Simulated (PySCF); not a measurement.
# BH (SMILES [BH]) at BHLYP/def2-TZVPPD

Aim: the vertical singlet–triplet gap of BH at BHLYP/def2-TZVPPD, from 2 runs. The job is set up through a Python script.

The results are computed with PySCF 2.14.0.

3 further runs of the same task are left out: 1 that didn't finish, 2 set aside as unsound or not needed.

**1. The structure to begin with**

The species is BH (2 atoms), meant as a singlet with charge 0. SMILES: `[BH]`. The bond length is the measured one.

Bond lengths: B1–H2 1.232 Å.

**2. A single-point energy at BHLYP/def2-TZVPPD**

Input file job.py:

```python
# borane(1)
from pyscf import gto, dft

mol = gto.M(
    atom='B 0.000000 0.000000 0.000000; H 0.000000 0.000000 1.232400',
    verbose=3,
    max_memory=1860,
    basis='def2-tzvppd',
)

ks = dft.RKS(mol)
ks.xc = 'bhandhlyp'
ks.grids.level = 5
ks.conv_tol = 1e-10
ks.kernel()
if not ks.converged:
    ks = ks.newton().run(ks.mo_coeff, ks.mo_occ)

energy = ks.e_tot
print(f'total energy: {energy:.8f} hartree')
```

On the command line:

```
OMP_NUM_THREADS=1 python job.py
```

What it wrote:

```text
converged SCF energy = -25.2836004485494
total energy: -25.28360045 hartree
```

It took 3.3 s on 1 thread of Arm Neoverse N1, shared host; peak memory 0.26 GiB.

**3. The triplet**

Input file geometry.xyz:

```xyz
2

B      0.000000     0.000000     0.000000
H      0.000000     0.000000     1.232400
```

Input file job.py:

```python
from pyscf import gto, dft

mol = gto.M(
    atom='geometry.xyz',
    charge=0,
    spin=2,
    basis='def2-tzvppd',
    verbose=4,
    max_memory=1860,
)

calc0 = dft.UKS(mol)
calc0.xc = 'bhandhlyp'
calc0.grids.level = 5
calc0.conv_tol = 1e-10
calc0.kernel()
if not calc0.converged:
    calc0 = calc0.newton().run(calc0.mo_coeff, calc0.mo_occ)

e_tot = calc0.e_tot
print('E(%s) = %.9f' % ('BHLYP', e_tot))
```

On the command line:

```
OMP_NUM_THREADS=1 python job.py
```

What it wrote:

```text
PySCF version 2.14.0

[INPUT] num. atoms = 2
[INPUT] num. electrons = 6
[INPUT] charge = 0
[INPUT] spin (= nelec alpha-beta = 2S) = 2
[INPUT] symmetry False subgroup None
[INPUT] Mole.unit = angstrom
[INPUT] Symbol           X                Y                Z      unit          X                Y                Z       unit  Magmom
[INPUT]  1 B      0.000000000000   0.000000000000   0.000000000000 AA    0.000000000000   0.000000000000   0.000000000000 Bohr   0.0
[INPUT]  2 H      0.000000000000   0.000000000000   1.232400000000 AA    0.000000000000   0.000000000000   2.328898475914 Bohr   0.0

nuclear repulsion = 2.14693772687439
number of shells = 20
number of NR pGTOs = 71
number of NR cGTOs = 54
basis = def2-tzvppd
ecp = {}

******** <class 'pyscf.dft.uks.UKS'> ********
method = UKS
initial guess = minao
damping factor = 0
level_shift factor = 0
DIIS = <class 'pyscf.scf.diis.CDIIS'>
diis_start_cycle = 1
diis_space = 8
diis_damp = 0
SCF conv_tol = 1e-10
SCF conv_tol_grad = None
SCF max_cycles = 50
direct_scf = True
direct_scf_tol = 1e-13
number electrons alpha = 4  beta = 2
XC library pyscf.dft.libxc version 7.0.0
    S. Lehtola, C. Steigemann, M. J.T. Oliveira, and M. A.L. Marques.,  SoftwareX 7, 1–5 (2018)
XC functionals = bhandhlyp
    Defined through Gaussian implementation.
radial grids:
    Treutler-Ahlrichs [JCP 102, 346 (1995); DOI:10.1063/1.469408] (M4) radial grids

becke partition: Becke, JCP 88, 2547 (1988); DOI:10.1063/1.454033
pruning grids: <function nwchem_prune>
grids dens level: 5
symmetrized grids: False
atomic radii adjust function: <function treutler_atomic_radii_adjust>
small_rho_cutoff = 0
Set gradient conv threshold to 1e-05
tot grids = 66704
init E= -25.1310744431504

[... the frontier-level lines of each cycle are left out ...]



cycle= 1 E= -25.2169971395402  delta_E= -0.0859  |g|= 0.11  |ddm|= 0.69
cycle= 2 E= -25.2388808303296  delta_E= -0.0219  |g|= 0.0432  |ddm|= 0.233
cycle= 3 E= -25.2414642560975  delta_E= -0.00258  |g|= 0.0157  |ddm|= 0.0647
cycle= 4 E= -25.2421648160423  delta_E= -0.000701  |g|= 0.00496  |ddm|= 0.0379
cycle= 5 E= -25.2422362973309  delta_E= -7.15e-05  |g|= 0.002  |ddm|= 0.0108
cycle= 6 E= -25.2422454958896  delta_E= -9.2e-06  |g|= 0.000372  |ddm|= 0.00515
cycle= 7 E= -25.2422457496778  delta_E= -2.54e-07  |g|= 8.77e-05  |ddm|= 0.000849
cycle= 8 E= -25.2422457649996  delta_E= -1.53e-08  |g|= 1.1e-05  |ddm|= 0.000176
cycle= 9 E= -25.2422457652083  delta_E= -2.09e-10  |g|= 1.48e-06  |ddm|= 1.88e-05
cycle= 10 E= -25.2422457652117  delta_E= -3.36e-12  |g|= 1.86e-07  |ddm|= 3.07e-06
Extra cycle  E= -25.2422457652117  delta_E= -3.55e-14  |g|= 9.25e-08  |ddm|= 3.58e-07
converged SCF energy = -25.2422457652117  <S^2> = 2.0020521  2S+1 = 3.0013678
E(BHLYP) = -25.242245765
```

Wall time 5.4 s (1 thread of Arm Neoverse N1, shared host); peak memory 0.27 GiB.

**4. Outcome**

At BHLYP/def2-TZVPPD:

```
                                        quantity         value
                           singlet: total energy  -25.28360 Eh
                          singlet: dipole moment        1.63 D
                            singlet: HOMO energy      -7.78 eV
                            singlet: LUMO energy      -1.23 eV
                          singlet: HOMO–LUMO gap       6.55 eV
                           triplet: total energy  -25.24225 Eh
                          triplet: dipole moment        0.18 D
     triplet: HOMO energy (highest over α and β)      -6.52 eV
      triplet: LUMO energy (lowest over α and β)      -2.27 eV
                                   triplet: ⟨S²⟩         2.002
vertical energy of the triplet above the singlet      1.125 eV
```

**Reading.** At this shape the triplet lies 1.13 eV (26 kcal/mol) above the singlet.
